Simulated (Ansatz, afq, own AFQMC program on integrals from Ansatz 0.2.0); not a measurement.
## Where AFQMC and coupled cluster stand for F, doublet

A free F atom.

Basis cc-pVDZ. Noble-gas cores (and the filled d shells of Ga–Kr and In–Xe) are frozen. Integrals, coupled cluster, full CI and functionals: Ansatz 0.2.0; the random walks run on the same integrals in our own AFQMC program. The CISD trial takes its coefficients from CCSD amplitudes. Released means that phaseless walkers are propagated on without the constraint, phases kept. Free projection: walkers drawn from exp(T), propagated without any constraint. Its projection time is finite, and what remains of the start isn't in its error. Uncertainties: one standard error, sampling alone.

Determinant: UHF, the one that the program's search chose, which needn't be the lowest solution.

Full CI on the same integrals is exact in this basis and with this determinant's frozen core.

The T1 diagnostic is 0.0027, the weight of the determinant in the CISD state is 0.972 and the ⟨S²⟩ of the determinant is 0.752. The size of the correlated space is 7 electrons in 13 orbitals.

| level | correlation energy (eV) |
| --- | --- |
| MP2 | -3.8259 |
| CCSD | -4.1211 |
| CCSD(T) | -4.1452 |

**Question.** Estimate where phaseless AFQMC with a CISD trial lies against CCSD(T) on the same integrals.

**Answer.** 0.1 ± 0.2 kJ/mol below CCSD(T). The gap is under twice the noise, so this walk alone can't tell the two apart.

Reference: full CI, correlation energy -4.151 eV. The released energy is read at 1.50 1/Eh (meV from the phaseless value at times in 1/Eh: -4.1 ± 1.0 at 0.24, -4.1 ± 0.6 at 0.50, -4.4 ± 0.5 at 1.00, -3.2 ± 0.9 at 1.50).

```json
{"level": "CCSD(T)", "E − E(reference) (kJ/mol)": "0.5", "share of correlation (%)": "99.87"}
{"level": "CCSDT", "E − E(reference) (kJ/mol)": "0.3", "share of correlation (%)": "99.92"}
{"level": "CCSDT(Q)", "E − E(reference) (kJ/mol)": "0.0", "share of correlation (%)": "99.99"}
{"level": "CCSDTQ", "E − E(reference) (kJ/mol)": "0.0", "share of correlation (%)": "100.00"}
{"level": "ph-AFQMC/HF", "E − E(reference) (kJ/mol)": "3.4 ± 1.2", "share of correlation (%)": "99.15"}
{"level": "ph-AFQMC/CISD", "E − E(reference) (kJ/mol)": "0.4 ± 0.2", "share of correlation (%)": "99.91"}
{"level": "released AFQMC", "E − E(reference) (kJ/mol)": "0.1 ± 0.09", "share of correlation (%)": "99.99"}
{"level": "free AFQMC", "E − E(reference) (kJ/mol)": "0.0 ± 0.1", "share of correlation (%)": "100.00"}
```

CCSDT and higher add their correlation energy to the determinant of the CCSD(T) run, since their own runs factorise the integrals more tightly (a shift of under 2 meV). Free projections are given only where their last times agree within the noise and don't stop above the reference; a slow remainder of the start can still hide under it. A walk keeps the symmetry of its determinant, which the program's search chose and which needn't be the lowest solution, so a lower state of the same spin and another symmetry isn't excluded. Released energies are given only where the last usable release times agree within the noise; a slower fall can still hide under it.
